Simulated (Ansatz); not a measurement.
Relaxation of CH6AlN (9 atoms, charge 0, multiplicity 1), to a largest force component of 0.03 eV/Å in at most 50 steps.

Theory: UKS PBE/def2-SVP in Ansatz.

```xyz
9
Properties=species:S:1:pos:R:3
Al -0.991 0.025 -0.308
C 0.294 0.623 1.061
N 0.152 -0.885 -1.310
H 1.014 -0.738 -0.771
H -2.549 0.288 -0.536
H 0.837 -0.261 1.463
H 1.064 1.266 0.581
H -0.102 1.185 1.930
H 0.281 -1.503 -2.110
```

Where does it end, and by what steps?

The forces met the threshold. After 7 steps the energy has fallen by 0.392 eV; H4 moved furthest, 0.84 Å.

| step | energy less start (eV) | largest force component (eV/Å) | accepted |
| --- | --- | --- | --- |
| 0 | 0.0000 | 0.514 | yes |
| 1 | -0.1707 | 0.541 | yes |
| 2 | -0.2766 | 0.450 | yes |
| 3 | -0.3456 | 0.599 | yes |
| 4 | -0.3633 | 0.449 | yes |
| 5 | -0.3231 | 0.552 | no |
| 6 | -0.3881 | 0.093 | yes |
| 7 | -0.3916 | 0.028 | yes |

```xyz
9
Properties=species:S:1:pos:R:3
Al -0.686 -0.010 -0.270
C 0.279 0.766 1.261
N 0.204 -1.016 -1.452
H 1.201 -1.245 -1.420
H -2.248 0.177 -0.567
H 0.827 -0.014 1.832
H 1.039 1.503 0.921
H -0.395 1.289 1.971
H -0.220 -1.449 -2.276
```

Run time: 11 s on 2 threads of Arm Neoverse V2, on a shared host, peak memory 0.16 GiB.
